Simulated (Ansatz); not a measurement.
This geometry of C$_{3}$H$_{4}$FNO (10 atoms, charge 0, multiplicity 1) is a first-order saddle point.

All numbers below come from RKS B3LYP/def2-SVP (Ansatz).

```xyz
10
Properties=species:S:1:pos:R:3
N -1.127 -1.513 0.574
C -0.246 -0.877 -0.274
C 0.292 0.328 -0.096
O 0.252 1.363 0.854
C 1.044 1.516 -0.317
F 0.623 2.458 -1.188
H -1.471 -2.435 0.359
H -1.432 -1.075 1.431
H 0.021 -1.423 -1.183
H 2.128 1.606 -0.157
```

(1) Which two structures does it join? (They come from a converged band through this point; their orientation in space is the band's.)

(2) How far does it lie above each of them?

Results:

(1) No bond is made or broken. The height of N1 over the plane of its neighbours goes from -0.30 to 0.30 Å.

First end point:

```xyz
10
Properties=species:S:1:pos:R:3
N -0.903 -1.650 0.701
C -0.163 -0.931 -0.240
C 0.271 0.319 -0.103
O 0.190 1.356 0.832
C 0.960 1.542 -0.349
F 0.476 2.446 -1.225
H -1.600 -2.268 0.295
H -1.312 -1.078 1.435
H 0.126 -1.477 -1.143
H 2.039 1.692 -0.201
```

Last end point:

```xyz
10
Properties=species:S:1:pos:R:3
N -1.321 -1.431 0.443
C -0.310 -0.859 -0.332
C 0.291 0.304 -0.094
O 0.260 1.313 0.875
C 1.076 1.480 -0.278
F 0.687 2.451 -1.130
H -1.274 -2.444 0.507
H -1.435 -1.011 1.361
H -0.048 -1.392 -1.251
H 2.158 1.539 -0.098
```

(2) 1.4 kcal/mol above the first and 1.2 kcal/mol above the second. This is the barrier of this one path; another mechanism may lie lower.

Time of the run: 3.5 min on 2 threads of Arm Neoverse N1, on a shared host, peak memory 0.24 GiB.
